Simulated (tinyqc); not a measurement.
Worked calculation: MP2 on RHF in the sto-3g basis, for H2O, spin multiplicity 1. Computed by tinyqc, a small Python program that keeps every step (integrals from PySCF). Settings: charge = 0, multiplicity = 1, basis = sto-3g, method = RHF, energy threshold = 1e-10, iteration cap = 76, orthogonalisation = canonical, start = core, DIIS depth = 6. Command: `OMP_NUM_THREADS=1 python tinyqc.py 25403 25404 out.jsonl` (the two numbers bound the seeds that draw the settings). One thread of a shared host (Intel(R) Xeon(R) Processor @ 2.60GHz), about 0.1 s of CPU time with the checks. The early iterations of the SCF are left out here.

## One-electron integrals

Geometry (angstrom):
```
atom         x          y         z
O     0.000000   0.000000  0.000000
H     0.000000   0.755000  0.628000
H     0.000000  -0.755000  0.628000
```

Basis sto-3g: exponents (1/bohr^2) and contraction coefficients of normalised primitives:
```
element  l (shell)    exponent  coefficient
O            s (1)  130.709320     0.154329
O            s (1)   23.808861     0.535328
O            s (1)    6.443608     0.444635
O            s (2)    5.033151    -0.099967
O            s (2)    1.169596     0.399513
O            s (2)    0.380389     0.700115
O            p (3)    5.033151     0.155916
O            p (3)    1.169596     0.607684
O            p (3)    0.380389     0.391957
H            s (1)    3.425251     0.154329
H            s (1)    0.623914     0.535328
H            s (1)    0.168855     0.444635
```

Overlap, kinetic and nuclear-attraction integrals over the contracted functions; the nuclear repulsion is the sum of Za Zb / Rab.

nuclear repulsion = 8.97210047 hartree

overlap S, order 1O 1s, 1O 2s, 1O 2px, 1O 2py, 1O 2pz, 2H 1s, 3H 1s:
```
[[1.000000, 0.236704, 0.000000, 0.000000, 0.000000, 0.050883, 0.050883],
 [0.236704, 1.000000, 0.000000, 0.000000, 0.000000, 0.458646, 0.458646],
 [0.000000, 0.000000, 1.000000, 0.000000, 0.000000, 0.000000, 0.000000],
 [0.000000, 0.000000, 0.000000, 1.000000, 0.000000, 0.295748, -0.295748],
 [0.000000, 0.000000, 0.000000, 0.000000, 1.000000, 0.246000, 0.246000],
 [0.050883, 0.458646, 0.000000, 0.295748, 0.246000, 1.000000, 0.253131],
 [0.050883, 0.458646, 0.000000, -0.295748, 0.246000, 0.253131, 1.000000]]
```

kinetic energy T (hartree), order 1O 1s, 1O 2s, 1O 2px, 1O 2py, 1O 2pz, 2H 1s, 3H 1s:
```
[[29.003200, -0.168011, 0.000000, 0.000000, 0.000000, -0.004121, -0.004121],
 [-0.168011, 0.808128, 0.000000, 0.000000, 0.000000, 0.117002, 0.117002],
 [0.000000, 0.000000, 2.528731, 0.000000, 0.000000, 0.000000, 0.000000],
 [0.000000, 0.000000, 0.000000, 2.528731, 0.000000, 0.204121, -0.204121],
 [0.000000, 0.000000, 0.000000, 0.000000, 2.528731, 0.169785, 0.169785],
 [-0.004121, 0.117002, 0.000000, 0.204121, 0.169785, 0.760032, 0.008804],
 [-0.004121, 0.117002, 0.000000, -0.204121, 0.169785, 0.008804, 0.760032]]
```

nuclear attraction V (hartree), order 1O 1s, 1O 2s, 1O 2px, 1O 2py, 1O 2pz, 2H 1s, 3H 1s:
```
[[-61.696161, -7.438177, 0.000000, 0.000000, -0.018862, -1.643957, -1.643957],
 [-7.438177, -10.117434, 0.000000, 0.000000, -0.223806, -3.704684, -3.704684],
 [0.000000, 0.000000, -9.965508, 0.000000, 0.000000, 0.000000, 0.000000],
 [0.000000, 0.000000, 0.000000, -10.104963, 0.000000, -2.118785, 2.118785],
 [-0.018862, -0.223806, 0.000000, 0.000000, -10.061993, -1.835981, -1.835981],
 [-1.643957, -3.704684, 0.000000, -2.118785, -1.835981, -5.744366, -1.590473],
 [-1.643957, -3.704684, 0.000000, 2.118785, -1.835981, -1.590473, -5.744366]]
```

core Hamiltonian H = T + V (hartree), order 1O 1s, 1O 2s, 1O 2px, 1O 2py, 1O 2pz, 2H 1s, 3H 1s:
```
[[-32.692961, -7.606188, 0.000000, 0.000000, -0.018862, -1.648078, -1.648078],
 [-7.606188, -9.309306, 0.000000, 0.000000, -0.223806, -3.587682, -3.587682],
 [0.000000, 0.000000, -7.436777, 0.000000, 0.000000, 0.000000, 0.000000],
 [0.000000, 0.000000, 0.000000, -7.576232, 0.000000, -1.914664, 1.914664],
 [-0.018862, -0.223806, 0.000000, 0.000000, -7.533262, -1.666196, -1.666196],
 [-1.648078, -3.587682, 0.000000, -1.914664, -1.666196, -4.984335, -1.581670],
 [-1.648078, -3.587682, 0.000000, 1.914664, -1.666196, -1.581670, -4.984335]]
```

## Two-electron integrals

Functions are numbered as in S; the eight-fold symmetry (ij|kl) = (ji|kl) = (kl|ij) leaves the list below.

Two-electron integrals (ij|kl) in chemists' order, unique and non-zero (hartree):
```
(11|11) 4.785065    (21|11) 0.741380    (21|21) 0.136873    (22|11) 1.118947
(22|21) 0.256633    (22|22) 0.817206    (31|31) 0.024477    (32|31) 0.037809
(32|32) 0.180518    (33|11) 1.115814    (33|21) 0.256684    (33|22) 0.817023
(33|33) 0.880159    (41|41) 0.024477    (42|41) 0.037809    (42|42) 0.180518
(43|43) 0.047444    (44|11) 1.115814    (44|21) 0.256684    (44|22) 0.817023
(44|33) 0.785270    (44|44) 0.880159    (51|51) 0.024477    (52|51) 0.037809
(52|52) 0.180518    (53|53) 0.047444    (54|54) 0.047444    (55|11) 1.115814
(55|21) 0.256684    (55|22) 0.817023    (55|33) 0.785270    (55|44) 0.785270
(55|55) 0.880159    (61|11) 0.161825    (61|21) 0.029617    (61|22) 0.055151
(61|33) 0.055046    (61|41) 0.001050    (61|42) 0.001962    (61|44) 0.055237
(61|51) 0.000873    (61|52) 0.001632    (61|54) 0.000159    (61|55) 0.055178
(61|61) 0.006492    (62|11) 0.386637    (62|21) 0.089756    (62|22) 0.315621
(62|33) 0.310319    (62|41) 0.005171    (62|42) 0.039206    (62|44) 0.319545
(62|51) 0.004301    (62|52) 0.032611    (62|54) 0.007674    (62|55) 0.316702
(62|61) 0.019788    (62|62) 0.149874    (63|31) 0.009476    (63|32) 0.054856
(63|43) 0.008183    (63|53) 0.006807    (63|63) 0.021569    (64|11) 0.211732
(64|21) 0.049797    (64|22) 0.187005    (64|33) 0.178485    (64|41) 0.011996
(64|42) 0.076909    (64|44) 0.200162    (64|51) 0.002095    (64|52) 0.018343
(64|54) 0.011224    (64|55) 0.182159    (64|61) 0.011473    (64|62) 0.107860
(64|64) 0.098312    (65|11) 0.176117    (65|21) 0.041421    (65|22) 0.155548
(65|33) 0.148462    (65|41) 0.002095    (65|42) 0.018343    (65|44) 0.152879
(65|51) 0.011219    (65|52) 0.070114    (65|54) 0.011858    (65|55) 0.165132
(65|61) 0.009543    (65|62) 0.089717    (65|64) 0.063834    (65|65) 0.074666
(66|11) 0.520418    (66|21) 0.122779    (66|22) 0.494421    (66|33) 0.474337
(66|41) 0.009312    (66|42) 0.096753    (66|44) 0.509589    (66|51) 0.007746
(66|52) 0.080478    (66|54) 0.029323    (66|55) 0.498727    (66|61) 0.027323
(66|62) 0.293118    (66|64) 0.240905    (66|65) 0.200382    (66|66) 0.774606
(71|11) 0.161825    (71|21) 0.029617    (71|22) 0.055151    (71|33) 0.055046
(71|41) -0.001050   (71|42) -0.001962   (71|44) 0.055237    (71|51) 0.000873
(71|52) 0.001632    (71|54) -0.000159   (71|55) 0.055178    (71|61) 0.006396
(71|62) 0.019196    (71|64) 0.010151    (71|65) 0.009264    (71|66) 0.026212
(71|71) 0.006492    (72|11) 0.386637    (72|21) 0.089756    (72|22) 0.315621
(72|33) 0.310319    (72|41) -0.005171   (72|42) -0.039206   (72|44) 0.319545
(72|51) 0.004301    (72|52) 0.032611    (72|54) -0.007674   (72|55) 0.316702
(72|61) 0.019196    (72|62) 0.123112    (72|64) 0.060815    (72|65) 0.071745
(72|66) 0.199551    (72|71) 0.019788    (72|72) 0.149874    (73|31) 0.009476
(73|32) 0.054856    (73|43) -0.008183   (73|53) 0.006807    (73|63) 0.017184
(73|73) 0.021569    (74|11) -0.211732   (74|21) -0.049797   (74|22) -0.187005
(74|33) -0.178485   (74|41) 0.011996    (74|42) 0.076909    (74|44) -0.200162
(74|51) -0.002095   (74|52) -0.018343   (74|54) 0.011224    (74|55) -0.182159
(74|61) -0.010151   (74|62) -0.060815   (74|64) -0.013284   (74|65) -0.034622
(74|66) -0.086591   (74|71) -0.011473   (74|72) -0.107860   (74|74) 0.098312
(75|11) 0.176117    (75|21) 0.041421    (75|22) 0.155548    (75|33) 0.148462
(75|41) -0.002095   (75|42) -0.018343   (75|44) 0.152879    (75|51) 0.011219
(75|52) 0.070114    (75|54) -0.011858   (75|55) 0.165132    (75|61) 0.009264
(75|62) 0.071745    (75|64) 0.034622    (75|65) 0.058359    (75|66) 0.127659
(75|71) 0.009543    (75|72) 0.089717    (75|74) -0.063834   (75|75) 0.074666
(76|11) 0.157266    (76|21) 0.036852    (76|22) 0.140703    (76|33) 0.137324
(76|44) 0.139932    (76|51) 0.002767    (76|52) 0.024937    (76|55) 0.144701
(76|61) 0.008051    (76|62) 0.066709    (76|64) 0.041333    (76|65) 0.044886
(76|66) 0.135339    (76|71) 0.008051    (76|72) 0.066709    (76|74) -0.041333
(76|75) 0.044886    (76|76) 0.036288    (77|11) 0.520418    (77|21) 0.122779
(77|22) 0.494421    (77|33) 0.474337    (77|41) -0.009312   (77|42) -0.096753
(77|44) 0.509589    (77|51) 0.007746    (77|52) 0.080478    (77|54) -0.029323
(77|55) 0.498727    (77|61) 0.026212    (77|62) 0.199551    (77|64) 0.086591
(77|65) 0.127659    (77|66) 0.343744    (77|71) 0.027323    (77|72) 0.293118
(77|74) -0.240905   (77|75) 0.200382    (77|76) 0.135339    (77|77) 0.774606
```

## Orthogonalisation

S = U s U^T; canonical form X = U s^(-1/2), so that X^T S X = 1. Each column of U has its largest component positive (the first on a tie).

eigenvalues of S: [0.358343, 0.436453, 0.882604, 1.000000, 1.098531, 1.310415, 1.913653]

X, order 1O 1s, 1O 2s, 1O 2px, 1O 2py, 1O 2pz, 2H 1s, 3H 1s:
```
[[-0.310061, 0.000000, 0.753525, 0.000000, -0.619246, 0.000000, 0.150175],
 [1.152809, 0.000000, -0.307015, 0.000000, -0.312058, 0.000000, 0.417528],
 [0.000000, 0.000000, 0.000000, 1.000000, 0.000000, 0.000000, 0.000000],
 [0.000000, 0.902104, 0.000000, 0.000000, 0.000000, 0.701478, 0.000000],
 [0.556973, 0.000000, 0.650236, 0.000000, 0.630532, 0.000000, 0.203078],
 [-0.726394, -0.859478, -0.155153, 0.000000, 0.126275, 0.368134, 0.377119],
 [-0.726394, 0.859478, -0.155153, 0.000000, 0.126275, -0.368134, 0.377119]]
```

## Iteration 8 (converged): orbitals

converged F (hartree), order 1O 1s, 1O 2s, 1O 2px, 1O 2py, 1O 2pz, 2H 1s, 3H 1s:
```
[[-20.241357, -5.163781, 0.000000, 0.000000, -0.028899, -1.127768, -1.127768],
 [-5.163781, -2.441525, 0.000000, 0.000000, -0.120751, -0.983907, -0.983907],
 [0.000000, 0.000000, -0.392671, 0.000000, 0.000000, 0.000000, 0.000000],
 [0.000000, 0.000000, 0.000000, -0.298910, 0.000000, -0.381197, 0.381197],
 [-0.028899, -0.120751, 0.000000, 0.000000, -0.340444, -0.374404, -0.374404],
 [-1.127768, -0.983907, 0.000000, -0.381197, -0.374404, -0.550048, -0.381765],
 [-1.127768, -0.983907, 0.000000, 0.381197, -0.374404, -0.381765, -0.550048]]
```

Diagonalise F' = X^T F X, C = X C', fill 5 alpha and 5 beta electrons from the bottom; D = 2 C_occ C_occ^T. Each column has its largest component positive (the first on a tie).

F' = X^T F X (hartree):
```
[[0.152357, 0.000000, 1.664197, 0.000000, -1.189721, 0.000000, 0.161202],
 [0.000000, 0.690353, 0.000000, 0.000000, 0.000000, 0.123803, 0.000000],
 [1.664197, 0.000000, -9.011872, 0.000000, 8.947737, 0.000000, -3.725619],
 [0.000000, 0.000000, 0.000000, -0.392671, 0.000000, 0.000000, 0.000000],
 [-1.189721, 0.000000, 8.947737, 0.000000, -9.701712, 0.000000, 4.036520],
 [0.000000, 0.123803, 0.000000, 0.000000, 0.000000, -0.586456, 0.000000],
 [0.161202, 0.000000, -3.725619, 0.000000, 4.036520, 0.000000, -2.820881]]
```

orbital energies (hartree): [-20.250058, -1.260605, -0.598349, -0.459550, -0.392671, 0.588106, 0.702247]

coefficients C, order 1O 1s, 1O 2s, 1O 2px, 1O 2py, 1O 2pz, 2H 1s, 3H 1s:
```
[[0.994198, -0.233481, 0.000000, 0.104240, 0.000000, -0.127071, 0.000000],
 [0.025997, 0.841785, 0.000000, -0.539781, 0.000000, 0.833243, 0.000000],
 [0.000000, 0.000000, 0.000000, 0.000000, 1.000000, 0.000000, 0.000000],
 [0.000000, 0.000000, 0.611998, 0.000000, 0.000000, 0.000000, 0.965050],
 [0.004223, 0.124970, 0.000000, 0.758840, 0.000000, 0.761816, 0.000000],
 [-0.005666, 0.156264, 0.448636, 0.291843, 0.000000, -0.774766, -0.820335],
 [-0.005666, 0.156264, -0.448636, 0.291843, 0.000000, -0.774766, 0.820335]]
```

D after iteration 8, order 1O 1s, 1O 2s, 1O 2px, 1O 2py, 1O 2pz, 2H 1s, 3H 1s:
```
[[2.107619, -0.453922, 0.000000, 0.000000, 0.108243, -0.023392, -0.023392],
 [-0.453922, 2.001282, 0.000000, 0.000000, -0.608598, -0.052276, -0.052276],
 [0.000000, 0.000000, 2.000000, 0.000000, 0.000000, 0.000000, 0.000000],
 [0.000000, 0.000000, 0.000000, 0.749082, 0.000000, 0.549129, -0.549129],
 [0.108243, -0.608598, 0.000000, 0.000000, 1.182947, 0.481933, 0.481933],
 [-0.023392, -0.052276, 0.000000, 0.549129, 0.481933, 0.621795, -0.183304],
 [-0.023392, -0.052276, 0.000000, -0.549129, 0.481933, -0.183304, 0.621795]]
```

## Convergence

Stop when the energy changes by less than 1e-10 hartree and every element of the error matrix X^T (F D S - S D F) X is below 3e-06.

Course of the cycle:
```
iteration   E (hartree)     change  largest element of the error matrix
1          -73.23840332          -                             9.49e-01
2          -74.93495985  -1.70e+00                             1.89e-01
3          -74.96450414  -2.95e-02                             3.47e-02
4          -74.96572414  -1.22e-03                             5.42e-03
5          -74.96577365  -4.95e-05                             1.41e-03
6          -74.96577752  -3.87e-06                             1.28e-04
7          -74.96577755  -3.22e-08                             1.73e-07
8          -74.96577755  -8.53e-14                             3.30e-09
```

PySCF RHF in the same basis = -74.96577755 hartree

Converged in 8 iterations.

## Integrals over molecular orbitals

(pq|rs) = sum C_ip C_jq C_kr C_ls (ij|kl), one index at a time.

one-electron integrals over orbitals h = C^T H C (hartree):
```
[[-32.675544, 0.558298, 0.000000, -0.237424, 0.000000, 0.291518, 0.000000],
 [0.558298, -7.650581, 0.000000, 0.458254, 0.000000, -1.356208, 0.000000],
 [0.000000, 0.000000, -6.310146, 0.000000, 0.000000, 0.000000, -1.705448],
 [-0.237424, 0.458254, 0.000000, -6.903597, 0.000000, -1.136019, 0.000000],
 [0.000000, 0.000000, 0.000000, 0.000000, -7.436777, 0.000000, 0.000000],
 [0.291518, -1.356208, 0.000000, -1.136019, 0.000000, -5.366644, 0.000000],
 [0.000000, 0.000000, -1.705448, 0.000000, 0.000000, 0.000000, -5.572466]]
```

Two-electron integrals over orbitals (pq|rs), unique and non-zero (hartree):
```
(11|11) 4.744986    (21|11) -0.417907   (21|21) 0.058481    (22|11) 1.005827
(22|21) -0.013202   (22|22) 0.727564    (31|31) 0.011071    (32|31) 0.017709
(32|32) 0.141833    (33|11) 0.796465    (33|21) -0.004462   (33|22) 0.641949
(33|33) 0.627780    (41|11) 0.185445    (41|21) -0.022992   (41|22) 0.015749
(41|33) 0.006473    (41|41) 0.027299    (42|11) -0.135763   (42|21) 0.009218
(42|22) -0.000418   (42|33) 0.006136    (42|41) 0.018189    (42|42) 0.124904
(43|31) -0.003505   (43|32) 0.020785    (43|43) 0.049123    (44|11) 0.984057
(44|21) -0.013178   (44|22) 0.670705    (44|33) 0.593066    (44|41) -0.010672
(44|42) -0.102841   (44|44) 0.764174    (51|51) 0.026027    (52|51) 0.032529
(52|52) 0.145034    (53|53) 0.028522    (54|51) -0.013546   (54|52) -0.047676
(54|54) 0.055146    (55|11) 1.115341    (55|21) -0.011741   (55|22) 0.747850
(55|33) 0.625803    (55|41) 0.005187    (55|42) -0.072812   (55|44) 0.720344
(55|55) 0.880159    (61|11) -0.228288   (61|21) 0.034524    (61|22) -0.000429
(61|33) 0.000486    (61|41) 0.000026    (61|42) 0.020716    (61|44) -0.018983
(61|55) -0.005984   (61|61) 0.030546    (62|11) 0.301455    (62|21) -0.006357
(62|22) 0.142234    (62|33) 0.076217    (62|41) 0.018770    (62|42) 0.021848
(62|44) 0.081310    (62|55) 0.155802    (62|61) 0.008014    (62|62) 0.101454
(63|31) 0.003249    (63|32) -0.036863   (63|43) -0.029609   (63|63) 0.069035
(64|11) 0.231602    (64|21) -0.002635   (64|22) 0.100202    (64|33) 0.045121
(64|41) 0.001427    (64|42) -0.039229   (64|44) 0.126136    (64|55) 0.123957
(64|61) -0.001199   (64|62) 0.060172    (64|64) 0.075973    (65|51) 0.015091
(65|52) 0.057164    (65|54) -0.000385   (65|65) 0.037788    (66|11) 0.807545
(66|21) -0.007106   (66|22) 0.614996    (66|33) 0.570078    (66|41) 0.020680
(66|42) 0.055774    (66|44) 0.551340    (66|55) 0.590813    (66|61) 0.008939
(66|62) 0.098781    (66|64) 0.046363    (66|66) 0.598909    (71|31) 0.015080
(71|32) 0.022615    (71|43) -0.004924   (71|63) 0.003884    (71|71) 0.020592
(72|31) 0.013987    (72|32) 0.041903    (72|43) -0.034888   (72|63) 0.034869
(72|71) 0.018086    (72|72) 0.062610    (73|11) 0.362142    (73|21) -0.007410
(73|22) 0.140034    (73|33) 0.089678    (73|41) -0.000737   (73|42) -0.079221
(73|44) 0.154518    (73|55) 0.191062    (73|61) -0.006881   (73|62) 0.074999
(73|64) 0.084647    (73|66) 0.039269    (73|73) 0.154878    (74|31) -0.009622
(74|32) -0.077917   (74|43) -0.000902   (74|63) 0.045666    (74|71) -0.012927
(74|72) -0.016255   (74|74) 0.070795    (75|53) 0.023663    (75|75) 0.024173
(76|31) 0.008777    (76|32) 0.095038    (76|43) 0.050288    (76|63) -0.062005
(76|71) 0.011404    (76|72) -0.010281   (76|74) -0.058933   (76|76) 0.113044
(77|11) 0.857090    (77|21) -0.009070   (77|22) 0.620310    (77|33) 0.606085
(77|41) 0.004253    (77|42) -0.013268   (77|44) 0.600673    (77|55) 0.619722
(77|61) -0.004568   (77|62) 0.067088    (77|64) 0.042404    (77|66) 0.565508
(77|73) 0.089680    (77|77) 0.613878
```

## Second-order Moller-Plesset energy

Hartree-Fock energy = -74.96577755 hartree

E2 = sum_ijab (ia|jb) [2 (ia|jb) - (ib|ja)] / (e_i + e_j - e_a - e_b) over occupied i, j and virtual a, b; the opposite-spin part is (ia|jb)^2 / denominator, the rest is same-spin, and SCS-MP2 scales them by 6/5 and 1/3.

Terms:
```
i  j  a  b    (ia|jb)    (ib|ja)  denominator       term
3  3  7  7   0.154878   0.154878    -2.601191  -0.009222
3  4  7  6   0.084647   0.045666    -2.348252  -0.004456
4  3  6  7   0.084647   0.045666    -2.348252  -0.004456
2  2  6  6   0.101454   0.101454    -3.697422  -0.002784
4  4  6  6   0.075973   0.075973    -2.095313  -0.002755
2  3  6  7   0.074999   0.034869    -3.149307  -0.002742
3  2  7  6   0.074999   0.034869    -3.149307  -0.002742
4  4  7  7   0.070795   0.070795    -2.323594  -0.002157
3  3  6  6   0.069035   0.069035    -2.372910  -0.002008
2  4  6  6   0.060172   0.060172    -2.896367  -0.001250
4  2  6  6   0.060172   0.060172    -2.896367  -0.001250
2  2  7  7   0.062610   0.062610    -3.925704  -0.000999
5  5  6  6   0.037788   0.037788    -1.961554  -0.000728
5  5  7  7   0.024173   0.024173    -2.189836  -0.000267
4  3  7  6   0.045666   0.084647    -2.348252  -0.000130
3  4  6  7   0.045666   0.084647    -2.348252  -0.000130
4  2  7  7  -0.016255  -0.016255    -3.124649  -0.000085
2  4  7  7  -0.016255  -0.016255    -3.124649  -0.000085
2  3  7  6   0.034869   0.074999    -3.149307   0.000058
3  2  6  7   0.034869   0.074999    -3.149307   0.000058
1  1  6  6   0.030546   0.030546   -41.676327  -0.000022
1  2  7  7   0.018086   0.018086   -22.915157  -0.000014
2  1  7  7   0.018086   0.018086   -22.915157  -0.000014
1  1  7  7   0.020592   0.020592   -41.904609  -0.000010
1  4  7  7  -0.012927  -0.012927   -22.114102  -0.000008
4  1  7  7  -0.012927  -0.012927   -22.114102  -0.000008
3  1  7  6  -0.006881   0.003884   -22.138759  -0.000005
1  3  6  7  -0.006881   0.003884   -22.138759  -0.000005
1  2  6  6   0.008014   0.008014   -22.686875  -2.83e-06
2  1  6  6   0.008014   0.008014   -22.686875  -2.83e-06
3  1  6  7   0.003884  -0.006881   -22.138759  -2.57e-06
1  3  7  6   0.003884  -0.006881   -22.138759  -2.57e-06
1  4  6  6  -0.001199  -0.001199   -21.885820  -6.57e-08
4  1  6  6  -0.001199  -0.001199   -21.885820  -6.57e-08
```

Pair energies (hartree; pair i-j sums ij and ji):
```
pair  opposite spin  same spin
1-1       -0.000033   0.000000
2-1       -0.000034   0.000000
2-2       -0.003782   0.000000
3-1       -0.000006  -0.000010
3-2       -0.004344  -0.001023
3-3       -0.011230   0.000000
4-1       -0.000015   0.000000
4-2       -0.002669   0.000000
4-3       -0.007879  -0.001294
4-4       -0.004912   0.000000
5-5       -0.000995   0.000000
```

MP2 correlation energy = -0.03822579 hartree

SCS-MP2 correlation energy = -0.04385395 hartree

MP2 total energy = -75.00400334 hartree
